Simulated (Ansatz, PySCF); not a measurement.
System: silicon monoxide, SiO (charge 0, singlet). SMILES: [Si]=O
Geometry: optimised at B3LYP-D3(BJ)/def2-TZVP (Ansatz, a first-principles code).


Property: enthalpy of formation at 298 K (from the atomisation energy, B3LYP-D3(BJ)/def2-TZVP harmonic zero-point and thermal terms from PySCF, and the atoms' enthalpies of formation in the G2/97 table, which holds older values for B and Si; no spin-orbit terms, and no core term in the frozen-core levels), in kJ/mol. Correlated levels leave the core frozen unless marked. UHF or UKS for open shells. Spin-orbit coupling is left out. No relativistic terms. The coupled-cluster limit lacks core correlation, which all-electron functionals hold. Basis-set limits of correlation are two-point, X^-3; Hartree-Fock from the larger set (for Q and 5 zeta extrapolated as (X+1)exp(-9√X)).

| level | program | enthalpy of formation at 298 K (kJ/mol) |
|---|---|---|
| HF/CBS(cc-pV(Q+d)Z,cc-pV(5+d)Z) | Ansatz | 237.0 |
| r2SCAN-D4/def2-TZVPD | Ansatz + dftd4 | -83.2 |

What does CCSD(T)/CBS(cc-pV(Q+d)Z,cc-pV(5+d)Z) (Ansatz) give?

-101.0 kJ/mol
